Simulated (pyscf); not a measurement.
This saddle point was located with ωB97X-D3(BJ)/def2-SVP in PySCF.

```xyz
8

O     -0.4189     1.0811    -0.6817
B      0.2087     0.2008     0.1543
O      1.4021     0.0660     0.6431
H     -1.3442     0.8808    -0.8426
N     -0.5266    -1.0766     0.8261
H      0.6427    -0.9730     1.1363
H     -0.7971    -1.8641     0.2369
H     -1.2286    -0.9250     1.5503
```

Surface: singlet, charge 0. Lowest wavenumbers (cm⁻¹): 1477i, 321, 365, 394, 467.

Question: Name the species on either side of this saddle.

Answer: O=B–OH (SMILES O=BO) + NH₃ (SMILES N) ⇌ H₂N–B(OH)–OH (SMILES NB(O)O), an addition across a multiple bond or ene-type step read from left to right: H–N broken and B–N, H–O formed. At CCSD(T)/def2-TZVPP + ΔMP2(QZVPP) it lies +6.9 kcal/mol from the left side and +52.2 kcal/mol from the right (each side as separated species at their lowest minima found). On the reactant side the descent ends in an adduct with a B–N contact, 8.5 kcal/mol under the separated species and 13.4 kcal/mol under the saddle at ωB97X-D3(BJ)/def2-TZVP. On the product side the descent ends in a point that may be a rotor saddle (no frequency run), 3.3 kcal/mol over the lowest minimum found and 48.3 kcal/mol under the saddle at ωB97X-D3(BJ)/def2-TZVP. What is counted as formed (B–N) is already present as a longer contact in the reactant adduct; forming that adduct is a step of its own. One saddle was located; it need not be the lowest between these sides. The CCSD(T) − MP2 part came from Ansatz, without density fitting, on the same reference.
